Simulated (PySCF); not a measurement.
Isomers of C3H5FO and their computed core-level spectra.

Method: PySCF 2.14.0, delta-SCF UKS SCAN, pcX-2 on the ionised atom, pcseg-1 elsewhere, spin-free X2C. Geometries: PBE0-D3(BJ)/def2-SVP; isolated species, one conformer each.

Line lists (1s up to Mg, 2p3/2 beyond; areas count atoms within a level, one atom standing for each set equivalent by bonding):
1. C 1s: 291.01 (area 1), 292.54 (area 1), 293.27 (area 1) eV; O 1s: 539.11 eV; F 1s: 693.08 eV
2. C 1s: 291.46 (area 1), 292.59 (area 1), 294.75 (area 1) eV; O 1s: 539.01 eV; F 1s: 692.85 eV
3. C 1s: 292.59 (area 1), 292.66 (area 1), 293.47 (area 1) eV; O 1s: 538.98 eV; F 1s: 692.78 eV

Structures:
A. `O[C@@H]1C[C@@H]1F`
B. `FC[C@@H]1CO1`
C. `C[C@@]1(F)CO1`

Question: Which list belongs to which compound?

Answer: 
- 1 = A: another candidate has the same counts of sites, so positions decide. C 1s: 291.01 three-membered-ring carbon, 292.54 carbinol carbon (C–OH), 293.27 sp3 C–F carbon; O 1s: 539.11 alcohol oxygen; F 1s: 693.08 alkyl fluorine.
- 2 = C: another candidate has the same counts of sites, so positions decide. C 1s: 291.46 methyl carbon, 292.59 sp3 carbon bound to oxygen, 294.75 sp3 C–F carbon; O 1s: 539.01 epoxide oxygen; F 1s: 692.85 alkyl fluorine.
- 3 = B: another candidate has the same counts of sites, so positions decide. C 1s: 292.59 sp3 carbon bound to oxygen, 292.66 sp3 carbon bound to oxygen, 293.47 sp3 C–F carbon; O 1s: 538.98 epoxide oxygen; F 1s: 692.78 alkyl fluorine.
